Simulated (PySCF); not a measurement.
Ionisation energies (eV) were calculated with PySCF 2.14 by UHF, MP2 (valence), PBE0, in another order, as differences of total energies without spin-orbit coupling. The measured values are between term centres (NIST).

| species | measured | A | B | C |
| --- | --- | --- | --- | --- |
| He (x2c-TZVPPall, spin-free X2C) | 24.587 | 24.353 | 23.449 | 24.438 |
| Mg (x2c-TZVPPall, spin-free X2C) | 7.646 | 7.211 | 6.621 | 7.570 |
| Sc (x2c-TZVPPall, spin-free X2C) | 6.562 | 6.100 | 5.394 | 6.388 |
| Ge (x2c-TZVPPall, spin-free X2C) | 7.925 | 7.758 | 7.414 | 7.920 |
| I⁺ (x2c-TZVPPall, spin-free X2C) | 18.750 | 18.302 | 17.718 | 18.773 |
| Yb (x2c-TZVPPall, spin-free X2C) | 6.254 | 6.136 | 5.127 | 6.086 |
| Tl⁺ (x2c-TZVPPall, spin-free X2C) | 20.428 | 18.923 | 18.396 | 20.231 |
| Pb⁺ (x2c-TZVPPall, spin-free X2C) | 13.869 | 13.408 | 13.237 | 13.781 |

Problem. Which column is which method?

Solution. A is MP2 (valence) (mean error -0.48 eV); B is UHF (mean error -1.08 eV); C is PBE0 (mean error -0.10 eV). Valence MP2 in a finite basis recovers only part of the missing correlation, so it stays below experiment on average. Hartree-Fock lacks the correlation of the electron removed and comes out lowest. PBE0, with a quarter of exact exchange, lies close to experiment on average.
